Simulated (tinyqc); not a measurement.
Orbital energy against energy difference: ionisation energy by orbital energies and by energy differences in the cc-pvdz basis, for HF, spin multiplicity 1. Computed by the program tinyqc with PySCF. The cation is unrestricted; errors are against CCSD(T) in this basis, not against experiment.

Geometry (angstrom):

| atom | x | y | z |
|---|---|---|---|
| F | 0.0000 | 0.0000 | 0.0000 |
| H | 0.0000 | 0.0000 | 0.7940 |

CCSD(T) difference in the same basis = 15.9663 eV

IP-EOM-CCSD = 15.7399 eV

First vertical ionisation energy (eV):

| method | -e(HOMO) | E(cation) - E | error of -e(HOMO) | error of the difference |
|---|---|---|---|---|
| HF | 17.484 | 14.72174 | 1.517 | -1.245 |
| PBE | 8.627 | 16.28333 | -7.339 | 0.317 |
| B3LYP | 10.684 | 16.34680 | -5.282 | 0.381 |
| PBE0 | 11.134 | 16.21860 | -4.832 | 0.252 |
| CAM-B3LYP | 12.641 | 16.34368 | -3.325 | 0.377 |
| LC-wPBE | 13.993 | 16.40396 | -1.973 | 0.438 |

Estimate the missing row, method = LDA.

Computed row:
```
method  -e(HOMO)  E(cation) - E  error of -e(HOMO)  error of the difference
LDA        8.779       16.72773             -7.188                    0.761
```

Koopmans errs by +1.52 eV and Delta-HF by -1.24 eV: relaxation, 2.76 eV, lowers the value and the missing correlation difference works against it. The PBE level is off by -7.3 eV through the wrong tail of its potential, though its energy difference is off by +0.32 eV; exact exchange deepens the level, and among the orbital energies HF comes closest; among the differences PBE0 does.
